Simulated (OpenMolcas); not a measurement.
**A workflow on C2H6B (SMILES [CH2]BC)**

We compute a single-point energy (ROHF/ANO-R0), then a single-point energy (CASSCF(3,3)/ANO-R1), then an energy scan (CASPT2(3,3)/ANO-R1), then an energy scan (SC-NEVPT2(3,3)/ANO-R1), then the energy along one coordinate (MC-PDFT[tPBE](3,3)/ANO-R1) of C2H6B. 

Program for the calculation: OpenMolcas 26.06.

### Step 1. The structure to begin with

The species is C2H6B (9 atoms), meant as a doublet with charge 0. As SMILES, `[CH2]BC`. Geometry: relaxed at PBE0-D4/def2-TZVP. This is one conformer, not always the lowest.

Bond lengths: C1–B2 1.531 Å, B2–C3 1.561 Å, C1–H4 1.088 Å, C1–H5 1.087 Å, B2–H6 1.202 Å, C3–H7 1.092 Å, C3–H8 1.097 Å, C3–H9 1.097 Å. Some angles: C1–B2–C3 122.9°, C1–B2–H6 118.3°, C3–B2–H6 118.8°, B2–C1–H4 122.7°, B2–C1–H5 123.3°, B2–C3–H7 115.2°, B2–C3–H8 109.8°, B2–C3–H9 110.0°, H4–C1–H5 113.9°, H7–C3–H8 108.4°.

### Step 2. The energy at ROHF/ANO-R0 (sfX2C) (run 1)

The input, mol.xyz:

```xyz
9

C     -0.840100     0.743300    -1.023500
B      0.191800     0.540800     0.089100
C      0.525000    -0.860100     0.691800
H     -1.406600    -0.078400    -1.457800
H     -1.074500     1.714900    -1.450600
H      0.769100     1.506600     0.513000
H     -0.036500    -1.695300     0.267500
H      1.596100    -1.069200     0.576400
H      0.364200    -0.849200     1.777100
```

The input, step1.inp:

```
* C2H6B Hartree-Fock
&GATEWAY
Coord
mol.xyz
Basis
ANO-R0
Group
NoSym
&SEWARD
&SCF
UHF
Spin
2
PrOrbitals
0
&RASSCF
FileOrb
$Project.UnaOrb
Spin
2
Nactel
1 0 0
Inactive
11
Ras2
1
OutOrbitals
Canonical
OrbListing
Nothing
```

Run with:

```
$ export MOLCAS_MEM=1860
$ pymolcas step1.inp > step1.log
```

What it wrote:

```text
--- Start Module: gateway ---
[...]
--- Stop Module: gateway /rc=_RC_ALL_IS_WELL_ ---
[...]
      Basis functions           21
[...]
--- Start Module: scf ---
[...]
       Convergence after  20 Iterations
[...]
::    Total SCF energy                               -103.3762125491
[...]
      Total spin, S                                     0.5039750702
[...]
--- Stop Module: scf /rc=_RC_ALL_IS_WELL_ ---
[...]
--- Start Module: rasscf ---
[...]
      Number of active orbitals                  1
[...]
      Spin quantum number                      0.5
[...]
      Active orbitals                            1
[...]
      Number of CSFs                             1
[...]
      Number of root(s) required                 1
[...]
      Convergence after  7 iterations
[...]
      printout of CI-coefficients larger than  0.05 for root  1
      energy=    -103.374405
      conf/sym  1     Coeff  Weight
             1  u   1.00000 1.00000
      Natural orbitals and occupation numbers for root  1
      sym 1:   1.000000
      ************************************************************************************************************************
      *                                                    Final results                                                     *
[...]
::    RASSCF root number  1 Total energy:   -103.37440483
[...]
      Total electronic charge=   23.000000
      Total            charge=   -0.000000
[...]
      Dipole Moment (debye):
      Origin of the operator (angstrom)=   -0.0355    0.0993   -0.0675
                   X= -6.3420E-01               Y= -2.9188E-01               Z= -6.1093E-01           Total=  9.2771E-01
      Quadrupole Moment (debye*angstrom):
[...]
--- Stop Module: rasscf /rc=_RC_ALL_IS_WELL_ ---
[...]
```

Run time: 3.6 s. Hardware: 1 thread of Intel Xeon Platinum 8375C at 2.90GHz (Ice Lake), shared host; peak memory 0.38 GiB.

### Step 3. The energy at CASSCF(3,3)/ANO-R1 (sfX2C, RICD fitting) (run 2)

mol.xyz is that of step 2.

The input, step2.inp:

```
* C2H6B CASSCF
&GATEWAY
Coord=mol.xyz
Basis=ANO-R0
Group=NoSym
&SEWARD
&RASSCF
FileOrb=$CurrDir/step1.RasOrb
Alter=1
1 13 19
Spin=2
Nactel=3 0 0
Inactive=10
Ras2=3
OrbListing=Nothing
>>> COPY $Project.RunFile RUNFIL1
>>> COPY $Project.RasOrb INPORB
&GATEWAY
Coord=mol.xyz
Basis=ANO-R1
Group=NoSym
RICD
&SEWARD
>>> COPY $Project.RunFile RUNFIL2
&EXPBAS
&RASSCF
FileOrb=$Project.ExpOrb
Spin=2
Nactel=3 0 0
Inactive=10
Ras2=3
OrbListing=Nothing
```

Run with:

```
$ export MOLCAS_MEM=1860
$ pymolcas step2.inp > step2.log
```

What it wrote:

```text
--- Start Module: gateway ---
[...]
--- Stop Module: gateway /rc=_RC_ALL_IS_WELL_ ---
[...]
      Basis functions           21
[...]
      Number of active orbitals                  3
[...]
      Spin quantum number                      0.5
[...]
      Active orbitals                            3
[...]
      Number of CSFs                             8
[...]
      Number of root(s) required                 1
[...]
      Convergence after 11 iterations
[...]
      printout of CI-coefficients larger than  0.05 for root  1
      energy=    -103.382904
      conf/sym  111     Coeff  Weight
             1  2u0   0.99626 0.99254
             8  0u2   0.08592 0.00738
      Natural orbitals and occupation numbers for root  1
      sym 1:   1.985159   1.000000   0.014841
      ************************************************************************************************************************
      *                                                    Final results                                                     *
[...]
::    RASSCF root number  1 Total energy:   -103.38290352
[...]
      Basis functions           72
[...]
--- Start Module: expbas ---
[...]
--- Stop Module: expbas /rc=_RC_ALL_IS_WELL_ ---
--- Start Module: rasscf ---
[...]
      Convergence after 17 iterations
[...]
      Natural orbitals and occupation numbers for root  1
      sym 1:   1.984138   1.000000   0.015862
      ************************************************************************************************************************
      *                                                    Final results                                                     *
[...]
::    RASSCF root number  1 Total energy:   -103.95157305
[...]
      Total electronic charge=   23.000000
      Total            charge=   -0.000000
[...]
      Dipole Moment (debye):
      Origin of the operator (angstrom)=   -0.0355    0.0993   -0.0675
                   X= -4.4462E-01               Y= -1.7349E-01               Z= -4.3322E-01           Total=  6.4457E-01
      Quadrupole Moment (debye*angstrom):
[...]
--- Stop Module: rasscf /rc=_RC_ALL_IS_WELL_ ---
[...]
```

It took 7.5 s on 1 thread of Intel Xeon Platinum 8375C at 2.90GHz (Ice Lake), shared host; peak memory 0.38 GiB.

### Step 4. An energy scan at CASPT2(3,3)/ANO-R1 (sfX2C, RICD fitting, ipea shift 0.25 Eh, pt2 variant SS) (run 3)

The input, step3.input:

```
>>> EXPORT MOLCAS_PRINT=2
>>> COPY $CurrDir/step2.RasOrb $Project.RasOrb
>>> ForEach K in (1, 2, 3, 4, 5, 6, 7, 8, 9)

&GATEWAY
  Coord = $CurrDir/point$K.xyz
  Basis = ANO-R1
  Group = NoSym
  RICD

&SEWARD

&RASSCF
  FileOrb = $Project.RasOrb
  Spin = 2
  Nactel = 3 0 0
  Inactive = 10
  Ras2 = 3
  OrbListing = Nothing

&CASPT2
  Imaginary = 0.2
  Frozen = 3
>>> EndDo
```

Run with:

```
$ export MOLCAS_MEM=1860
$ pymolcas step3.input > step3.log
```

What it wrote:

```text
[...]
      Basis functions           72
[...]
      Number of active orbitals                  3
[...]
      Spin quantum number                      0.5
[...]
      Active orbitals                            3
[...]
      Number of CSFs                             8
[...]
      Number of root(s) required                 1
[...]
      Convergence after 11 iterations
[...]
      printout of CI-coefficients larger than  0.05 for root  1
      energy=    -103.941559
      conf/sym  111     Coeff  Weight
             1  2u0   0.99721 0.99443
             8  0u2   0.07453 0.00555
      Natural orbitals and occupation numbers for root  1
      sym 1:   1.988871   1.000000   0.011129
      ************************************************************************************************************************
      *                                                    Final results                                                     *
[...]
::    RASSCF root number  1 Total energy:   -103.94155896
[...]
      E2 (Variational):          -0.3480321172
[...]
::    CASPT2 Root  1     Total energy:   -104.28959108
[...]
      Convergence after 10 iterations
[...]
      Natural orbitals and occupation numbers for root  1
      sym 1:   1.984155   1.000000   0.015845
      ************************************************************************************************************************
      *                                                    Final results                                                     *
[...]
      Convergence after 11 iterations
[...]
      Natural orbitals and occupation numbers for root  1
      sym 1:   1.883977   1.000000   0.116023
      ************************************************************************************************************************
      *                                                    Final results                                                     *
[...]
      Convergence after 10 iterations
[...]
      Natural orbitals and occupation numbers for root  1
      sym 1:   1.778556   1.000000   0.221444
      ************************************************************************************************************************
      *                                                    Final results                                                     *
[...]
      Convergence after 10 iterations
[...]
::    RASSCF root number  1 Total energy:   -103.81035389
[...]
::    CASPT2 Root  1     Total energy:   -104.14733637
[...]
      Convergence after 11 iterations
[...]
::    RASSCF root number  1 Total energy:   -103.79839616
[...]
      E2 (Variational):          -0.3347800191
[...]
::    CASPT2 Root  1     Total energy:   -104.13317618
[...]
```

It took 40 s on 1 thread of Intel Xeon Platinum 8375C at 2.90GHz (Ice Lake), shared host; peak memory 0.087 GiB.

The scan, from its lowest point:

```
H6–B2 (Å)  energy (kJ/mol)
    1.082             23.7
    1.202              0.0
    1.323             11.0
    1.503             58.8
    1.743            140.5
    2.044            237.6
    2.405            326.5
    2.886            397.1
    3.607            434.3
```

### Step 5. The energy along one coordinate at SC-NEVPT2(3,3)/ANO-R1 (sfX2C, RICD fitting, pt2 variant SC-NEVPT2) (run 4)

The input, step4.inp:

```
>>> COPY $CurrDir/step2.RasOrb $Project.RasOrb
>>> ForEach K in (1, 2, 3, 4, 5, 6, 7, 8, 9)

&GATEWAY
 Coord=$CurrDir/point$K.xyz
 Basis=ANO-R1
 Group=NoSym
 RICD

&SEWARD

&RASSCF
 FileOrb=$Project.RasOrb
 Spin=2
 Nactel=3 0 0
 Inactive=10
 Ras2=3
 OrbListing=Nothing

&CASPT2
 SC-NEVPT2
 Frozen=3
>>> EndDo
```

Run with:

```
$ export MOLCAS_MEM=1860
$ pymolcas step4.inp > step4.log
```

What it wrote:

```text
[...]
      Basis functions           72
[...]
      Number of active orbitals                  3
[...]
      Spin quantum number                      0.5
[...]
      Active orbitals                            3
[...]
      Number of CSFs                             8
[...]
      Number of root(s) required                 1
[...]
      Convergence after 11 iterations
[...]
      printout of CI-coefficients larger than  0.05 for root  1
      energy=    -103.941559
      conf/sym  111     Coeff  Weight
             1  2u0   0.99721 0.99443
             8  0u2   0.07453 0.00555
      Natural orbitals and occupation numbers for root  1
      sym 1:   1.988871   1.000000   0.011129
      ************************************************************************************************************************
      *                                                    Final results                                                     *
[...]
::    RASSCF root number  1 Total energy:   -103.94155896
[...]
      E2 (Variational):          -0.3426489283
[...]
::    SC-NEVPT2 Root  1     Total energy:   -104.28401596
[...]
      Convergence after 10 iterations
[...]
      Natural orbitals and occupation numbers for root  1
      sym 1:   1.984155   1.000000   0.015845
      ************************************************************************************************************************
      *                                                    Final results                                                     *
[...]
      Convergence after 11 iterations
[...]
      Natural orbitals and occupation numbers for root  1
      sym 1:   1.883977   1.000000   0.116023
      ************************************************************************************************************************
      *                                                    Final results                                                     *
[...]
      Convergence after 10 iterations
[...]
      Natural orbitals and occupation numbers for root  1
      sym 1:   1.778556   1.000000   0.221444
      ************************************************************************************************************************
      *                                                    Final results                                                     *
[...]
      Convergence after 10 iterations
[...]
::    RASSCF root number  1 Total energy:   -103.81035389
[...]
::    SC-NEVPT2 Root  1     Total energy:   -104.14391864
[...]
      Convergence after 11 iterations
[...]
::    RASSCF root number  1 Total energy:   -103.79839616
[...]
      Reference weight:           0.89160
[...]
::    SC-NEVPT2 Root  1     Total energy:   -104.13020702
[...]
```

Wall time 38 s (1 thread of Intel Xeon Platinum 8375C at 2.90GHz (Ice Lake), shared host); peak memory 0.087 GiB.

The scan, from its lowest point:

```
H6–B2 (Å)  energy (kJ/mol)
    1.082             24.5
    1.202              0.0
    1.323             10.2
    1.503             56.9
    1.743            137.8
    2.044            234.0
    2.405            322.3
    2.886            392.3
    3.607            428.3
```

### Step 6. The energy along one coordinate at MC-PDFT[tPBE](3,3)/ANO-R1 (sfX2C, RICD fitting) (run 5)

The input, step5.input:

```
>>> EXPORT MOLCAS_PRINT=2
>>> COPY $CurrDir/step2.RasOrb $Project.RasOrb
>>> ForEach K in (1, 2, 3, 4, 5, 6, 7, 8, 9)
&GATEWAY
COORD=$CurrDir/point$K.xyz
BASIS=ANO-R1
GROUP=NoSym
RICD
&SEWARD
&RASSCF
FILEORB=$Project.RasOrb
SPIN=2
NACTEL=3 0 0
INACTIVE=10
RAS2=3
ORBLISTING=Nothing
&MCPDFT
KSDFT=T:PBE
>>> EndDo
```

Run with:

```
$ export MOLCAS_MEM=1860
$ pymolcas step5.input > step5.log
```

What it wrote:

```text
[...]
      Basis functions           72
[...]
      Number of active orbitals                  3
[...]
      Spin quantum number                      0.5
[...]
      Active orbitals                            3
[...]
      Number of CSFs                             8
[...]
      Number of root(s) required                 1
[...]
      Convergence after 11 iterations
[...]
      printout of CI-coefficients larger than  0.05 for root  1
      energy=    -103.941559
      conf/sym  111     Coeff  Weight
             1  2u0   0.99721 0.99443
             8  0u2   0.07453 0.00555
      Natural orbitals and occupation numbers for root  1
      sym 1:   1.988871   1.000000   0.011129
      ************************************************************************************************************************
      *                                                    Final results                                                     *
[...]
::    RASSCF root number  1 Total energy:   -103.94155896
[...]
::    MCPDFT root number  1 Total energy:   -104.47545151
[...]
      Convergence after 10 iterations
[...]
      Natural orbitals and occupation numbers for root  1
      sym 1:   1.984155   1.000000   0.015845
      ************************************************************************************************************************
      *                                                    Final results                                                     *
[...]
      Convergence after 11 iterations
[...]
      Natural orbitals and occupation numbers for root  1
      sym 1:   1.883977   1.000000   0.116023
      ************************************************************************************************************************
      *                                                    Final results                                                     *
[...]
      Convergence after 10 iterations
[...]
      Natural orbitals and occupation numbers for root  1
      sym 1:   1.778556   1.000000   0.221444
      ************************************************************************************************************************
      *                                                    Final results                                                     *
[...]
      Convergence after 10 iterations
[...]
::    RASSCF root number  1 Total energy:   -103.81035389
[...]
::    MCPDFT root number  1 Total energy:   -104.33105521
[...]
      Convergence after 11 iterations
[...]
::    RASSCF root number  1 Total energy:   -103.79839616
[...]
      Total electronic charge=   23.000000
      Total            charge=   -0.000000
[...]
::    MCPDFT root number  1 Total energy:   -104.31534636
[...]
```

It took 47 s on 1 thread of Intel Xeon Platinum 8375C at 2.90GHz (Ice Lake), shared host; peak memory 0.087 GiB.

The scan, from its lowest point:

| H6–B2 (Å) | energy (kJ/mol) |
| --- | --- |
| 1.082 | 24.0 |
| 1.202 | 0.0 |
| 1.323 | 9.9 |
| 1.503 | 55.7 |
| 1.743 | 135.9 |
| 2.044 | 232.8 |
| 2.405 | 324.9 |
| 2.886 | 403.1 |
| 3.607 | 444.4 |

### Step 7. What came out

| quantity | value |
| --- | --- |
| run 1, ROHF/ANO-R0: total energy | -103.37440 Eh |
| run 1, ROHF/ANO-R0: dipole moment | 0.93 D |
| run 2, CASSCF(3,3)/ANO-R1: total energy | -103.95157 Eh |
| run 2, CASSCF(3,3)/ANO-R1: dipole moment (CASSCF density) | 0.64 D |
| run 3, CASPT2(3,3)/ANO-R1: lowest energy of the scan | -104.29860 Eh |
| run 4, SC-NEVPT2(3,3)/ANO-R1: lowest energy of the scan | -104.29334 Eh |
| run 5, MC-PDFT[tPBE](3,3)/ANO-R1: lowest energy of the scan | -104.48460 Eh |

Mulliken charges (run 1, ROHF/ANO-R0) run from -0.96 on C3 to +0.30 on H5; they depend strongly on the basis. Mulliken charges (run 2, CASSCF(3,3)/ANO-R1) run from -0.13 on C3 to +0.04 on H6; they depend strongly on the basis. The run (run 3, CASPT2(3,3)/ANO-R1) may have ended on a state above the lowest. The run (run 4, SC-NEVPT2(3,3)/ANO-R1) may have ended on a state above the lowest. The run (run 5, MC-PDFT[tPBE](3,3)/ANO-R1) may have ended on a state above the lowest.
